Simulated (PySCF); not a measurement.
## Exercise with solution: chemical shift, span and skew from a shielding tensor

C2H6S, SMILES CCS. Atoms are numbered in the order given.

```xyz
9

C     -1.4424     0.7545    -0.3609
C     -0.4922    -0.4271    -0.4898
S      1.0222    -0.2517     0.4912
H     -2.3551     0.5787    -0.9380
H     -0.9769     1.6698    -0.7352
H     -1.7153     0.9187     0.6833
H     -0.9577    -1.3403    -0.1117
H     -0.2253    -0.6107    -1.5319
H      1.4828     0.8466    -0.1214
```

Geometry: ωB97X-D3(BJ)/def2-TZVP. One conformer was computed; it need not be the lowest.

GIAO shieldings from PBE/pcSseg-1 (PySCF), non-relativistic, no solvent. The symmetric part of the tensor of C2 has the principal values 136.8, 158.0, 168.2 ppm. The same nucleus in TMS has σ = 182.0 ppm at this level (PySCF, at its B3LYP-D3(BJ)/def2-TZVP geometry).

Problem. Work out the isotropic shielding, the ¹³C shift against TMS, the span and the skew.

Solution. 
σ(iso) = (σ11 + σ22 + σ33)/3 = 154.3 ppm. δ = σ(ref) − σ(iso) = 182.0 − (154.3) = 27.7 ppm.
Span Ω = σ33 − σ11 = 31.4 ppm. Skew κ = 3(σ(iso) − σ22)/Ω = -0.35. Tumbling in solution averages the tensor to δ; in a static solid the shielding alone would spread this spin-1/2 line over Ω.
